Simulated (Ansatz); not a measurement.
A short molecular-dynamics run on `N=C1CC1Cl`.

```yaml
crystal:
  periodic: [false, false, false]
  atoms:
    - {symbol: N, position_ang: [0.080151, 1.381953, -1.331407]}
    - {symbol: C, position_ang: [0.128941, 0.500011, -0.446695]}
    - {symbol: C, position_ang: [0.860197, -0.653011, 0.061425]}
    - {symbol: C, position_ang: [-0.466572, -0.206528, 0.688681]}
    - {symbol: Cl, position_ang: [-1.913607, -1.165082, 0.468508]}
    - {symbol: H, position_ang: [-0.779865, 1.927656, -1.247322]}
    - {symbol: H, position_ang: [0.845014, -1.551666, -0.547513]}
    - {symbol: H, position_ang: [1.754687, -0.520371, 0.661952]}
    - {symbol: H, position_ang: [-0.420645, 0.240635, 1.675170]}
basis:
  gaussian: {orbitals: def2-SVP}
hamiltonian: {xc: {name: PBE}}
md: {timestep: 0.5 fs, n_steps: 50, ensemble: nve, temperature: 500, initial_velocities: maxwell_boltzmann, seed: 687}
```

```sh
$ ansatz run in.yaml --threads 2 --pin off --events-out ev --progress --plain --max-ram 4352MiB
```

```csv
step,time (fs),potential energy (eV),kinetic (eV),T (K),conserved (eV)
0,0.0,-17168.4501,0.4524,500,-17167.9977
1,0.5,-17168.4196,0.4228,467,-17167.9968
2,1.0,-17168.3658,0.3704,409,-17167.9953
3,1.5,-17168.3113,0.3173,351,-17167.9939
4,2.0,-17168.2774,0.2840,314,-17167.9934
5,2.5,-17168.2727,0.2788,308,-17167.9939
6,3.0,-17168.2897,0.2947,326,-17167.9950
7,3.5,-17168.3114,0.3153,349,-17167.9960
8,4.0,-17168.3213,0.3247,359,-17167.9965
9,4.5,-17168.3109,0.3144,348,-17167.9964
10,5.0,-17168.2807,0.2847,315,-17167.9960
11,5.5,-17168.2373,0.2420,267,-17167.9954
12,6.0,-17168.1896,0.1947,215,-17167.9949
13,6.5,-17168.1459,0.1514,167,-17167.9944
14,7.0,-17168.1132,0.1191,132,-17167.9941
15,7.5,-17168.0970,0.1031,114,-17167.9939
16,8.0,-17168.1008,0.1070,118,-17167.9939
17,8.5,-17168.1250,0.1308,145,-17167.9942
18,9.0,-17168.1641,0.1691,187,-17167.9950
19,9.5,-17168.2066,0.2106,233,-17167.9960
20,10.0,-17168.2377,0.2409,266,-17167.9968
21,10.5,-17168.2454,0.2484,274,-17167.9970
22,11.0,-17168.2270,0.2305,255,-17167.9964
23,11.5,-17168.1922,0.1970,218,-17167.9952
24,12.0,-17168.1599,0.1659,183,-17167.9940
25,12.5,-17168.1486,0.1552,172,-17167.9934
26,13.0,-17168.1673,0.1735,192,-17167.9938
27,13.5,-17168.2099,0.2150,238,-17167.9949
28,14.0,-17168.2601,0.2642,292,-17167.9959
29,14.5,-17168.3007,0.3041,336,-17167.9966
30,15.0,-17168.3211,0.3245,359,-17167.9966
31,15.5,-17168.3202,0.3241,358,-17167.9961
32,16.0,-17168.3038,0.3082,341,-17167.9956
33,16.5,-17168.2802,0.2851,315,-17167.9951
34,17.0,-17168.2574,0.2627,290,-17167.9947
35,17.5,-17168.2411,0.2466,273,-17167.9945
36,18.0,-17168.2348,0.2404,266,-17167.9944
37,18.5,-17168.2401,0.2457,271,-17167.9944
38,19.0,-17168.2569,0.2623,290,-17167.9946
39,19.5,-17168.2827,0.2877,318,-17167.9950
40,20.0,-17168.3122,0.3167,350,-17167.9955
41,20.5,-17168.3371,0.3410,377,-17167.9961
42,21.0,-17168.3484,0.3518,389,-17167.9966
43,21.5,-17168.3396,0.3429,379,-17167.9967
44,22.0,-17168.3099,0.3136,347,-17167.9963
45,22.5,-17168.2661,0.2706,299,-17167.9955
46,23.0,-17168.2211,0.2266,250,-17167.9945
47,23.5,-17168.1901,0.1962,217,-17167.9939
48,24.0,-17168.1821,0.1882,208,-17167.9940
49,24.5,-17168.1958,0.2011,222,-17167.9947
50,25.0,-17168.2197,0.2241,248,-17167.9956
```

Velocities are drawn at the set temperature; a run this short doesn't reach equilibrium.

Frames (Å, forces in eV/Å):

```xyz
9
time=0.0 fs
N     0.080    1.382   -1.331    0.522    0.594   -1.044
C     0.129    0.500   -0.447   -0.032   -0.221    0.382
C     0.860   -0.653    0.061    0.027    0.029    0.053
C    -0.467   -0.207    0.689   -0.067   -0.208   -0.034
Cl   -1.914   -1.165    0.469   -0.533   -0.322   -0.047
H    -0.780    1.928   -1.247   -0.531    0.338    0.059
H     0.845   -1.552   -0.548    0.017   -0.544   -0.350
H     1.755   -0.520    0.662    0.559    0.045    0.345
H    -0.421    0.241    1.675    0.038    0.289    0.636
9
time=1.0 fs
N     0.077    1.386   -1.333    1.381   -0.303   -0.802
C     0.130    0.497   -0.447   -0.013    0.205    0.093
C     0.863   -0.661    0.059    0.575    0.930    1.028
C    -0.473   -0.196    0.690    0.111   -1.049   -1.380
Cl   -1.913   -1.166    0.469   -0.562   -0.287   -0.060
H    -0.757    1.936   -1.251   -1.299    0.790    0.177
H     0.841   -1.548   -0.538    0.069   -1.065   -0.659
H     1.771   -0.510    0.698   -0.339   -0.144   -0.357
H    -0.406    0.195    1.659    0.077    0.922    1.959
9
time=2.0 fs
N     0.074    1.390   -1.335    1.684   -0.828   -0.533
C     0.132    0.494   -0.447   -0.006    0.623   -0.178
C     0.867   -0.668    0.058    0.869    1.396    1.553
C    -0.479   -0.187    0.690    0.263   -1.474   -1.913
Cl   -1.913   -1.167    0.469   -0.584   -0.252   -0.076
H    -0.746    1.951   -1.253   -1.499    0.877    0.249
H     0.839   -1.554   -0.534    0.121   -1.192   -0.706
H     1.784   -0.502    0.730   -0.953   -0.304   -0.889
H    -0.391    0.158    1.661    0.106    1.154    2.494
9
time=3.0 fs
N     0.072    1.394   -1.338    1.298   -0.805   -0.258
C     0.133    0.492   -0.447   -0.011    0.978   -0.399
C     0.871   -0.674    0.058    0.854    1.308    1.514
C    -0.485   -0.179    0.688    0.488   -1.434   -1.153
Cl   -1.912   -1.168    0.469   -0.602   -0.220   -0.095
H    -0.749    1.974   -1.253   -1.005    0.474    0.253
H     0.837   -1.571   -0.537    0.173   -0.835   -0.446
H     1.789   -0.496    0.754   -1.224   -0.405   -1.178
H    -0.374    0.132    1.687    0.027    0.939    1.763
9
time=4.0 fs
N     0.072    1.396   -1.341    0.573   -0.447   -0.009
C     0.134    0.490   -0.447   -0.015    1.231   -0.549
C     0.876   -0.678    0.059    0.551    0.861    1.055
C    -0.491   -0.172    0.686    0.790   -1.222    0.305
Cl   -1.912   -1.169    0.470   -0.610   -0.188   -0.114
H    -0.761    2.002   -1.250   -0.180   -0.185    0.210
H     0.837   -1.596   -0.544    0.221   -0.189   -0.015
H     1.782   -0.494    0.767   -1.172   -0.437   -1.216
H    -0.358    0.115    1.729   -0.157    0.575    0.333
9
time=5.0 fs
N     0.071    1.399   -1.344   -0.073   -0.074    0.192
C     0.136    0.490   -0.448   -0.010    1.362   -0.616
C     0.881   -0.682    0.061   -0.033    0.350    0.362
C    -0.496   -0.166    0.684    1.089   -1.081    1.600
Cl   -1.912   -1.170    0.470   -0.604   -0.150   -0.127
H    -0.775    2.028   -1.245    0.543   -0.779    0.153
H     0.839   -1.622   -0.551    0.251    0.458    0.397
H     1.764   -0.497    0.769   -0.811   -0.391   -0.991
H    -0.343    0.103    1.774   -0.352    0.306   -0.969
9
time=6.0 fs
N     0.071    1.401   -1.347   -0.444    0.135    0.342
C     0.137    0.490   -0.449    0.011    1.364   -0.599
C     0.886   -0.686    0.063   -0.886   -0.037   -0.457
C    -0.500   -0.161    0.683    1.330   -1.046    2.360
Cl   -1.912   -1.171    0.470   -0.587   -0.110   -0.133
H    -0.784    2.047   -1.239    0.962   -1.135    0.102
H     0.843   -1.645   -0.554    0.254    0.914    0.670
H     1.738   -0.503    0.761   -0.147   -0.263   -0.493
H    -0.331    0.095    1.810   -0.493    0.178   -1.792
9
time=7.0 fs
N     0.070    1.404   -1.349   -0.510    0.133    0.440
C     0.139    0.492   -0.451    0.048    1.247   -0.504
C     0.891   -0.690    0.065   -1.902   -0.216   -1.291
C    -0.503   -0.157    0.684    1.499   -1.072    2.580
Cl   -1.913   -1.172    0.470   -0.562   -0.069   -0.131
H    -0.785    2.055   -1.232    1.040   -1.212    0.066
H     0.850   -1.659   -0.551    0.227    1.106    0.761
H     1.711   -0.511    0.748    0.722   -0.069    0.210
H    -0.324    0.088    1.829   -0.562    0.152   -2.131
9
time=8.0 fs
N     0.070    1.407   -1.351   -0.275   -0.087    0.481
C     0.140    0.495   -0.453    0.097    1.026   -0.345
C     0.894   -0.694    0.066   -2.763   -0.105   -1.870
C    -0.504   -0.154    0.687    1.591   -1.128    2.319
Cl   -1.913   -1.173    0.470   -0.533   -0.030   -0.123
H    -0.775    2.052   -1.224    0.783   -1.005    0.056
H     0.859   -1.662   -0.541    0.171    1.009    0.662
H     1.691   -0.520    0.738    1.487    0.125    0.858
H    -0.322    0.083    1.828   -0.558    0.196   -2.037
9
time=9.0 fs
N     0.068    1.409   -1.353    0.253   -0.516    0.448
C     0.141    0.498   -0.456    0.151    0.724   -0.142
C     0.894   -0.698    0.065   -3.027    0.388   -1.804
C    -0.505   -0.151    0.692    1.594   -1.221    1.568
Cl   -1.914   -1.174    0.471   -0.502    0.008   -0.110
H    -0.758    2.039   -1.216    0.204   -0.525    0.085
H     0.870   -1.656   -0.525    0.090    0.616    0.375
H     1.685   -0.528    0.735    1.713    0.218    1.068
H    -0.326    0.079    1.808   -0.476    0.308   -1.487
9
time=10.0 fs
N     0.067    1.412   -1.355    0.973   -1.061    0.334
C     0.143    0.502   -0.459    0.202    0.363    0.091
C     0.893   -0.702    0.063   -2.551    1.248   -0.978
C    -0.504   -0.150    0.698    1.491   -1.387    0.276
Cl   -1.915   -1.175    0.471   -0.463    0.048   -0.091
H    -0.739    2.021   -1.207   -0.591    0.137    0.158
H     0.881   -1.644   -0.505    0.000   -0.031   -0.063
H     1.694   -0.534    0.743    1.247    0.175    0.695
H    -0.334    0.079    1.774   -0.308    0.509   -0.421
9
time=11.0 fs
N     0.067    1.413   -1.356    1.579   -1.466    0.170
C     0.145    0.506   -0.461    0.238   -0.031    0.339
C     0.889   -0.705    0.060   -1.672    2.214    0.220
C    -0.502   -0.150    0.704    1.302   -1.641   -1.429
Cl   -1.916   -1.176    0.471   -0.415    0.092   -0.067
H    -0.726    2.004   -1.196   -1.282    0.721    0.231
H     0.892   -1.633   -0.486   -0.077   -0.750   -0.529
H     1.716   -0.539    0.757    0.405    0.064    0.007
H    -0.345    0.083    1.736   -0.078    0.798    1.057
9
time=12.0 fs
N     0.068    1.414   -1.357    1.654   -1.409    0.042
C     0.147    0.511   -0.463    0.247   -0.421    0.584
C     0.884   -0.706    0.058   -0.815    2.838    1.213
C    -0.499   -0.151    0.709    1.122   -1.883   -2.916
Cl   -1.917   -1.177    0.471   -0.359    0.136   -0.042
H    -0.725    1.995   -1.183   -1.436    0.893    0.217
H     0.903   -1.628   -0.472   -0.131   -1.198   -0.818
H     1.741   -0.542    0.771   -0.392   -0.030   -0.629
H    -0.357    0.095    1.708    0.109    1.074    2.349
9
time=13.0 fs
N     0.070    1.413   -1.358    1.087   -0.836    0.015
C     0.149    0.515   -0.465    0.218   -0.761    0.791
C     0.879   -0.705    0.056   -0.162    2.772    1.653
C    -0.495   -0.153    0.712    1.064   -1.873   -3.237
Cl   -1.918   -1.178    0.471   -0.298    0.175   -0.022
H    -0.737    1.993   -1.168   -0.930    0.571    0.068
H     0.913   -1.635   -0.465   -0.181   -1.085   -0.780
H     1.763   -0.546    0.779   -0.930   -0.069   -1.032
H    -0.368    0.117    1.702    0.132    1.105    2.543
9
time=14.0 fs
N     0.073    1.412   -1.360    0.221   -0.052    0.071
C     0.151    0.518   -0.466    0.150   -1.009    0.926
C     0.873   -0.701    0.056    0.281    2.065    1.556
C    -0.491   -0.157    0.712    1.094   -1.474   -2.211
Cl   -1.919   -1.179    0.471   -0.235    0.207   -0.009
H    -0.758    1.997   -1.153   -0.105    0.023   -0.161
H     0.920   -1.652   -0.466   -0.247   -0.467   -0.467
H     1.776   -0.551    0.777   -1.170   -0.054   -1.173
H    -0.377    0.150    1.720    0.011    0.762    1.469
9
time=15.0 fs
N     0.075    1.411   -1.361   -0.539    0.598    0.156
C     0.154    0.521   -0.467    0.053   -1.143    0.965
C     0.867   -0.696    0.056    0.515    1.077    1.128
C    -0.485   -0.162    0.711    1.065   -0.842   -0.682
Cl   -1.920   -1.180    0.471   -0.164    0.234   -0.001
H    -0.780    2.001   -1.139    0.627   -0.448   -0.374
H     0.926   -1.673   -0.471   -0.326    0.318   -0.074
H     1.778   -0.556    0.764   -1.122    0.004   -1.072
H    -0.387    0.190    1.751   -0.110    0.203   -0.047
9
time=16.0 fs
N     0.078    1.411   -1.362   -0.997    0.954    0.246
C     0.156    0.522   -0.466   -0.058   -1.162    0.902
C     0.862   -0.690    0.058    0.508    0.146    0.540
C    -0.478   -0.168    0.709    0.896   -0.217    0.569
Cl   -1.921   -1.181    0.471   -0.085    0.261    0.008
H    -0.796    2.001   -1.129    1.064   -0.701   -0.516
H     0.928   -1.691   -0.477   -0.398    0.959    0.239
H     1.769   -0.561    0.741   -0.781    0.095   -0.743
H    -0.398    0.232    1.782   -0.150   -0.334   -1.246
9
time=17.0 fs
N     0.080    1.411   -1.363   -1.116    0.991    0.332
C     0.159    0.523   -0.465   -0.171   -1.080    0.741
C     0.857   -0.684    0.060    0.234   -0.562   -0.121
C    -0.471   -0.174    0.707    0.602    0.289    1.323
Cl   -1.923   -1.182    0.471    0.001    0.286    0.019
H    -0.802    1.994   -1.123    1.163   -0.717   -0.571
H     0.927   -1.700   -0.481   -0.449    1.318    0.406
H     1.753   -0.565    0.711   -0.149    0.210   -0.209
H    -0.410    0.270    1.802   -0.116   -0.734   -1.921
9
time=18.0 fs
N     0.081    1.411   -1.363   -0.893    0.730    0.401
C     0.161    0.523   -0.464   -0.281   -0.919    0.495
C     0.853   -0.678    0.062   -0.221   -0.985   -0.749
C    -0.464   -0.180    0.707    0.230    0.653    1.640
Cl   -1.924   -1.183    0.471    0.088    0.306    0.032
H    -0.797    1.981   -1.123    0.920   -0.505   -0.532
H     0.921   -1.697   -0.481   -0.470    1.367    0.418
H     1.736   -0.567    0.680    0.669    0.329    0.430
H    -0.423    0.302    1.803   -0.042   -0.976   -2.135
9
time=19.0 fs
N     0.081    1.413   -1.364   -0.336    0.209    0.428
C     0.163    0.522   -0.462   -0.387   -0.699    0.190
C     0.848   -0.674    0.064   -0.561   -1.076   -1.111
C    -0.456   -0.185    0.708   -0.180    0.864    1.587
Cl   -1.925   -1.183    0.471    0.168    0.321    0.045
H    -0.784    1.962   -1.128    0.344   -0.084   -0.401
H     0.910   -1.681   -0.477   -0.459    1.106    0.274
H     1.725   -0.566    0.652    1.366    0.412    0.944
H    -0.436    0.324    1.784    0.046   -1.053   -1.954
9
time=20.0 fs
N     0.081    1.414   -1.364    0.461   -0.468    0.407
C     0.165    0.520   -0.459   -0.496   -0.443   -0.143
C     0.843   -0.670    0.064   -0.394   -0.787   -0.949
C    -0.448   -0.190    0.710   -0.592    0.872    1.141
Cl   -1.927   -1.184    0.471    0.240    0.329    0.059
H    -0.767    1.944   -1.137   -0.466    0.466   -0.201
H     0.896   -1.654   -0.470   -0.418    0.543   -0.022
H     1.727   -0.561    0.633    1.538    0.410    1.073
H    -0.449    0.337    1.747    0.127   -0.920   -1.365
9
time=21.0 fs
N     0.082    1.415   -1.363    1.192   -1.070    0.383
C     0.166    0.519   -0.457   -0.614   -0.172   -0.460
C     0.837   -0.666    0.064    0.389   -0.167   -0.251
C    -0.441   -0.194    0.713   -0.968    0.592    0.231
Cl   -1.928   -1.184    0.471    0.302    0.334    0.073
H    -0.755    1.929   -1.147   -1.195    0.938   -0.016
H     0.877   -1.623   -0.464   -0.349   -0.251   -0.433
H     1.743   -0.552    0.624    1.065    0.303    0.779
H    -0.461    0.341    1.697    0.178   -0.506   -0.306
9
time=22.0 fs
N     0.083    1.415   -1.363    1.418   -1.296    0.430
C     0.167    0.517   -0.456   -0.743    0.088   -0.715
C     0.832   -0.663    0.064    1.481    0.522    0.636
C    -0.434   -0.197    0.716   -1.267    0.007   -1.077
Cl   -1.929   -1.185    0.471    0.355    0.335    0.089
H    -0.754    1.923   -1.158   -1.399    1.056    0.049
H     0.855   -1.594   -0.462   -0.268   -1.038   -0.837
H     1.770   -0.541    0.622    0.249    0.125    0.281
H    -0.471    0.340    1.644    0.175    0.202    1.145
9
time=23.0 fs
N     0.085    1.415   -1.362    0.977   -1.042    0.548
C     0.167    0.515   -0.454   -0.877    0.313   -0.880
C     0.828   -0.659    0.064    2.492    0.842    1.246
C    -0.429   -0.200    0.718   -1.491   -0.618   -2.269
Cl   -1.930   -1.185    0.471    0.400    0.332    0.104
H    -0.766    1.928   -1.169   -0.918    0.735   -0.026
H     0.831   -1.574   -0.467   -0.187   -1.433   -1.020
H     1.798   -0.528    0.623   -0.520   -0.070   -0.173
H    -0.480    0.341    1.603    0.125    0.942    2.470
9
time=24.0 fs
N     0.088    1.413   -1.361    0.183   -0.502    0.644
C     0.167    0.513   -0.454   -1.001    0.479   -0.946
C     0.826   -0.655    0.065    3.189    0.516    1.301
C    -0.425   -0.204    0.718   -1.706   -0.727   -2.496
Cl   -1.931   -1.185    0.471    0.436    0.318    0.116
H    -0.787    1.939   -1.180   -0.076    0.182   -0.149
H     0.804   -1.568   -0.483   -0.092   -1.193   -0.831
H     1.822   -0.516    0.623   -1.030   -0.239   -0.462
H    -0.487    0.351    1.584    0.098    1.167    2.823
9
time=25.0 fs
N     0.091    1.412   -1.359   -0.543    0.052    0.636
C     0.165    0.512   -0.454   -1.094    0.560   -0.907
C     0.827   -0.650    0.067    3.471   -0.281    0.857
C    -0.422   -0.209    0.717   -1.958   -0.083   -1.535
Cl   -1.932   -1.185    0.471    0.462    0.294    0.126
H    -0.808    1.951   -1.192    0.693   -0.332   -0.228
H     0.777   -1.573   -0.506    0.041   -0.488   -0.350
H     1.836   -0.506    0.618   -1.229   -0.360   -0.566
H    -0.493    0.371    1.591    0.155    0.638    1.968
```

Run time 57 s (2 threads of an AMD EPYC 7B13 on a shared host); peak host memory 0.19 GiB.
